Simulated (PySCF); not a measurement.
Species: C₃H₃FO.
Structure used (GFN2-xTB), in Å, numbered top down from 1:
```
atom  x, y, z in Å
C1     1.2222    0.1596   -0.2439
C2     0.1287   -0.0625    0.4764
C3    -1.1878   -0.0904   -0.1591
O4    -1.4887    0.0642   -1.2929
F5    -2.1674   -0.3384    0.7618
H6     1.1509    0.3218   -1.3075
H7     2.2033    0.1860    0.1978
H8     0.1478   -0.2308    1.5429
```

Hirshfeld charges (e) from the PBE0/pcSseg-1 density (PySCF), one withheld:

```json
{"atom": "C1", "bonded to": "C2 H6 H7", "charge": "?"}
{"atom": "C2", "bonded to": "C1 C3 H8", "charge": "-0.0559"}
{"atom": "C3", "bonded to": "C2 O4 F5", "charge": "+0.2299"}
{"atom": "O4", "bonded to": "C3", "charge": "-0.2253"}
{"atom": "F5", "bonded to": "C3", "charge": "-0.1027"}
{"atom": "H6", "bonded to": "C1", "charge": "+0.0635"}
{"atom": "H7", "bonded to": "C1", "charge": "+0.0688"}
{"atom": "H8", "bonded to": "C2", "charge": "+0.0580"}
```

Q: What is the charge on C1?

A: The charges add up to the total charge, 0. The others sum to +0.0363, which leaves -0.0363 e for C1 (terminal =CH2 carbon).

Q: Add each hydrogen's charge to the atom that carries it.

A: C1 +0.0960, C2 +0.0021. Atoms without hydrogen keep their charges.

Q: Across which bond do the charges differ most?

A: C3–O4: +0.2299 on C3 against -0.2253 on O4, a difference of 0.4552 e. The lower charge is on the more electronegative element of the two (Pauling values: O 3.44, C 2.55).

Q: Take the bonds between elements whose Pauling electronegativities differ by more than 0.25. In how many does the more electronegative atom carry the lower charge?

A: In 5 of 5.

Q: How much positive and how much negative charge does this set hold in all?

A: +0.4202 e on 4 atoms and -0.4202 e on 4.

The Hirshfeld scheme weights the molecular density at each point by an atom's share of the summed free-atom densities. The structure is a single GFN2-xTB conformer in the gas phase; no vibrational or solvent corrections.
